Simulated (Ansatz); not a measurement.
Born–Oppenheimer molecular dynamics of BH6N (8 atoms, charge 0, multiplicity 1). It starts at the highest image of a converged band. Of that band: Neighbouring images differ by up to 1.3 eV, so the band resolves the path poorly. A vibrational analysis at the climbing image gives one clearly imaginary mode, 1374i cm⁻¹: a first-order saddle point.

Level of theory: Ansatz 0.2.0, RKS B3LYP/def2-SVP.

```
ensemble                      : NVE (velocity Verlet)
time step                     : 0.5 fs
steps asked                   : 200
starting velocities drawn for : 300 K
seed                          : 10604
```

First frame:

```xyz
8
Properties=species:S:1:pos:R:3
B 0.017 -0.355 0.097
H -0.275 0.331 1.266
H 1.061 0.146 -0.251
H -0.977 -0.178 -0.569
N 0.145 -1.792 0.734
H -0.573 -2.470 0.502
H 1.070 -2.207 0.762
H -0.152 -0.639 1.457
```

Problem. How far do the bonds stretch over the last three quarters of this one trajectory? (Pairs bonded in most of those frames.)

Solution. 
```json
{"bond": "B1–H2", "mean (Å)": "1.222", "spread (Å)": "0.039", "shortest": "1.16", "longest": "1.29"}
{"bond": "B1–H3", "mean (Å)": "1.226", "spread (Å)": "0.028", "shortest": "1.18", "longest": "1.29"}
{"bond": "B1–H4", "mean (Å)": "1.223", "spread (Å)": "0.015", "shortest": "1.20", "longest": "1.26"}
{"bond": "N5–H6", "mean (Å)": "1.032", "spread (Å)": "0.034", "shortest": "0.97", "longest": "1.10"}
{"bond": "N5–H7", "mean (Å)": "1.032", "spread (Å)": "0.030", "shortest": "0.98", "longest": "1.10"}
{"bond": "N5–H8", "mean (Å)": "1.040", "spread (Å)": "0.054", "shortest": "0.95", "longest": "1.16"}
```

Mean temperature of the second half: 1185 K. The conserved energy stayed within 0.49 meV per atom of its start (net change -0.29 meV per atom), so the integration is sound. The kinetic energy rose, since the run started high on the potential surface and went downhill. A run of 0.1 ps of so small a system gives no equilibrium averages. The orbitals stay closed-shell, which can raise the energy where a bond breaks towards radicals; this wasn't checked here.

Run time: 3.1 min on 1 thread of Arm Neoverse V2 (shared host), peak memory 0.097 GiB.
